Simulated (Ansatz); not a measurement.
**MgNH (triplet): from Hartree-Fock to the top rungs, def2-QZVPP**

An exercise on one series of results from a longer session: the logs are not shown, and one member is left open.

The runs use Ansatz 0.2.0, Gaussian basis; def2-QZVPP, core rule «outside noble gas», up to 6 orbitals frozen.

To be run: UHF; ROHF; CCSD(T) on UHF.

2 further runs of the same task are left out: 2 set aside as unsound or not needed.

## The geometry

The geometry is a PBE0/def2-TZVP stationary point (not a proven minimum) of the parent state, kept for this charge and spin.

3 atoms, charge 0, spin multiplicity 3.

Atoms are counted from 1 here; the program's logs count them from 0.

Bond lengths: N1–Mg2 1.854 Å, N1–H3 1.028 Å. Angles: Mg2–N1–H3 110.2°.

The first run:

in.yaml reads:

```yaml
crystal:
  periodic: [false, false, false]
  atoms:
    - {symbol: N, position_ang: [0.000000, -0.119822, 1.130739]}
    - {symbol: Mg, position_ang: [0.000000, 0.035402, -0.716556]}
    - {symbol: H, position_ang: [0.000000, 0.811440, 1.565553]}
basis:
  gaussian: {orbitals: "def2-QZVPP.json"}
magnetization: {spin_polarized: true, initial_magnetization: 2}
hamiltonian: {xc: hf}
output: {orbitals: {seedname: orbitals}}
```

Run with:

```bash
> ansatz run in.yaml --threads 1 --pin off --events-out ev --progress --plain --max-ram 2393MiB
```

Steps of the session up to this table: UHF; ROHF; CCSD(T) on UHF.

One of the session's tables, all rows but one given; the rest of the session is left out.

```
  method  from UCCSD(T) (meV)
    ROHF              +6407.6
     UHF              +6268.7
    UMP2                    ?
   UCCSD               +239.7
UCCSD(T)                    0
```

Q: Estimate the row for UMP2 from the others.

As computed: from UCCSD(T) (meV): +599.0. In the column «from UCCSD(T) (meV)» it lies between UCCSD (+239.7) and UHF (+6268.7).
